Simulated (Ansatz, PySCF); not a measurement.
Reaction (SMILES): [C]#C -> [C-]#C (an electron is taken up)
Each molecule is optimised on its own at B3LYP-D3(BJ)/def2-TZVP (Ansatz, an electronic-structure program). Markedly spin-contaminated UHF reference, which strains HF, MP2 and, less, CCSD(T): [C]#C. High T1 diagnostic, so coupled cluster is less sure: [C]#C.

Wanted: adiabatic electron affinity (0 K, with B3LYP-D3(BJ) harmonic zero-point energies from PySCF), positive where the reaction releases energy, in eV. Correlated levels leave the core frozen unless marked. Open shells are spin-unrestricted. Spin-orbit coupling is left out. No relativistic terms. Anions need diffuse functions: def2-D sets add few; the other sets have none. Basis-set limits of correlation are two-point, X^-3; Hartree-Fock from the larger set.

| level | program | adiabatic electron affinity (eV) |
|---|---|---|
| PBE-D3(BJ)/def2-TZVPD | Ansatz + dftd3 | 2.93 |
| PBE0/def2-SVP | Ansatz | 2.40 |
| PBE0-D4/def2-TZVP | Ansatz + dftd4 | 2.79 |
| PBE0-D4/def2-TZVPD | Ansatz + dftd4 | 2.86 |
| BHLYP/def2-TZVPD | Ansatz | 2.80 |
| HSE06/def2-TZVPD | Ansatz | 2.85 |
| CCSD(T)/STO-3G | Ansatz | -3.27 |
| CCSD(T)/6-31G* | Ansatz | 1.62 |
| CCSD(T) with core electrons/cc-pwCVTZ | Ansatz | 2.64 |
| CCSD(T)/CBS(def2-TZVPPD,def2-QZVPPD) | Ansatz | 2.97 |
